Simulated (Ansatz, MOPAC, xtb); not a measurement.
# How methods differ on SiNH4O (SMILES [NH][SiH2]O)

SiNH4O has 7 atoms, charge 0, and is taken as a doublet. As SMILES, `[NH][SiH2]O`. The shape is that of a PBE0-D4/def2-TZVP optimisation. This is one conformer, not always the lowest.

```xyz
7

N    -1.2197   -0.3626    0.6667
Si    0.1166    0.2121   -0.2900
O     1.3985   -0.7951   -0.1469
H    -2.1010    0.1255    0.4963
H    -0.1843    0.2630   -1.7421
H     0.4146    1.5772    0.2362
H     1.6366   -1.0880    0.7342
```

Each level gives the dipole moment (D). The values are calculated.

```
                              level            kind  program  value (D)   CPU time
                                PM3  semi-empirical    MOPAC       1.61  under 2 s
                                PM7  semi-empirical    MOPAC       2.23  under 2 s
                           GFN0-xTB  semi-empirical      xtb      10.51  under 2 s
                           GFN1-xTB  semi-empirical      xtb       1.50  under 2 s
                         UHF/STO-3G    Hartree–Fock   Ansatz       1.46      1.1 s
                          UHF/3-21G    Hartree–Fock   Ansatz       1.89      2.8 s
                       UHF/def2-SVP    Hartree–Fock   Ansatz       1.41      5.6 s
                     USVWN5/cc-pVDZ             LDA   Ansatz       1.06        7 s
UB3LYP/6-31G* (spherical functions)   global hybrid   Ansatz       1.29       11 s
UB3LYP/6-31G* (Cartesian functions)   global hybrid   Ansatz       1.29       11 s
```

The values span 1.06 to 10.51 D. Sets without polarisation functions give poor dipoles. Without the sets that lack polarisation functions the rows with a basis span only 1.06 to 1.41 D. Times are those of the runs behind each value, whatever else they computed, on shared processors of several kinds: orders of magnitude only.
